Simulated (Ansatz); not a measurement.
Born–Oppenheimer molecular dynamics of CH4SSi (7 atoms, charge 0, multiplicity 1). It starts from a relaxed structure.

Level of theory: Ansatz 0.2.0, UKS PBE0-D4/STO-3G.

```yaml
ensemble: NVT, Langevin thermostat
time_step: 0.5 fs
steps_asked: 311
set_temperature: 700 K
friction: 0.001 /fs
temperature_schedule: 77 steps to 700 K, then 233 steps to 2100 K
seed: 795138
```

First frame:

```xyz
7
Properties=species:S:1:pos:R:3
Si -0.679 0.275 -0.287
C 0.984 -0.338 0.331
S 1.284 -1.705 1.129
H -1.591 -0.828 -0.460
H -0.515 0.970 -1.542
H -1.238 1.198 0.674
H 1.816 0.359 0.109
```

Task: How far do the bonds stretch over the last three quarters of this one trajectory? (Pairs bonded in most of those frames.)

Result: 
```csv
bond,mean (Å),spread (Å),shortest,longest
Si1–C2,1.878,0.035,1.82,1.95
Si1–H4,1.446,0.020,1.40,1.49
Si1–H5,1.449,0.037,1.39,1.52
Si1–H6,1.449,0.033,1.39,1.51
C2–S3,1.619,0.031,1.55,1.68
C2–H7,1.111,0.019,1.07,1.15
```

Mean temperature of the second half: 412 K. The schedule's set-point averaged 1640 K over the second half and the system 412 K, so it lags behind the ramp. A run of 0.16 ps of so small a system gives no equilibrium averages. Limits of this set-up: minimal basis.

Run time: 18 min on 1 thread of Intel(R) Xeon(R) Processor @ 2.50GHz (Skylake/Cascade Lake), on a shared host, peak memory 0.11 GiB.
